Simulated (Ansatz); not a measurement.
Consider the hydrogen abstraction from the Si–H bond: `[SiH3][SiH3]` + `[CH3]`• → `[SiH2][SiH3]`• + CH₄.

Isolated molecules relaxed with PBE0-D4/def2-TZVP in Ansatz; ΔE leaves out vibrations. CCSD(T)/CBS is the MP2 limit (def2-TZVPP, def2-QZVPP) plus CCSD(T) − MP2 in def2-TZVPP, frozen cores. This one scheme is used for every species. Functionals use def2-TZVPP. B3LYP here is the variant with VWN-RPA as its local correlation; programs differ in this. HSE06 is defined as in plane-wave codes. No spin–orbit coupling; open shells (•) take unrestricted orbitals.

| level | ΔE (kcal/mol) | difference from CCSD(T)/CBS |
| --- | --- | --- |
| LDA (SPW92) | -25.8 | -7.0 |
| PBE-D4 | -22.2 | -3.4 |
| revPBE-D4 | -21.6 | -2.8 |
| BLYP-D4 | -19.9 | -1.1 |
| B97M-V | -20.4 | -1.6 |
| PBE0-D4 | -20.7 | -1.9 |
| B3LYP-D4 | -19.1 | -0.3 |
| r2SCANh-D4 | -18.7 | 0.1 |
| r2SCAN0-D4 | -18.4 | 0.4 |
| HSE06-D4 | -20.8 | -2.0 |
| BHLYP-D4 | -17.0 | 1.8 |
| CAM-B3LYP-D4 | -18.6 | 0.2 |
| ωB97M-V | -18.9 | -0.1 |
| B2PLYP | -19.0 | -0.2 |
| PBE-QIDH | -19.8 | -1.0 |
| PBE | -22.2 | -3.4 |
| revPBE | -21.3 | -2.5 |
| BLYP | -19.8 | -1.0 |
| r2SCAN | -19.0 | -0.2 |
| PBE0 | -20.7 | -1.9 |
| r2SCANh | -18.8 | 0.0 |
| r2SCAN0 | -18.4 | 0.4 |
| BHLYP | -16.9 | 1.9 |
| CAM-B3LYP | -18.6 | 0.2 |
| LC-ωPBE | -19.3 | -0.5 |
| RPA@PBE/def2-TZVPP | -18.7 | 0.1 |
| HF/def2-SVP | -13.0 | 5.8 |
| MP2/def2-SVP | -21.2 | -2.4 |
| CCSD/def2-SVP | -19.2 | -0.4 |
| CCSD(T)/def2-SVP | -19.7 | -0.9 |
| HF/def2-TZVPP | -11.8 | 7.0 |
| MP2/def2-TZVPP | -20.4 | -1.6 |
| SCS-MP2/def2-TZVPP | -18.8 | 0.0 |
| CCSD/def2-TZVPP | -18.1 | 0.7 |
| CCSD(T)/def2-TZVPP | -18.8 | 0.0 |
| MP2/def2-QZVPP | -20.4 | -1.6 |
| SCS-MP2/def2-QZVPP | -18.8 | 0.0 |
| HF/CBS(def2) | -11.8 | 7.0 |
| MP2/CBS(def2) | -20.4 | -1.6 |
| CCSD/CBS(def2) | -18.0 | 0.8 |
| CCSD(T)/CBS | -18.8 | 0 |

Largest T1 diagnostic among the species: 0.015.

At CCSD(T), def2-SVP lies −0.9 kcal/mol from the extrapolated value and def2-TZVPP −0.0 kcal/mol. From BLYP to BHLYP (50 % exact exchange), in def2-TZVPP and without D4, ΔE moves by +2.9 kcal/mol.
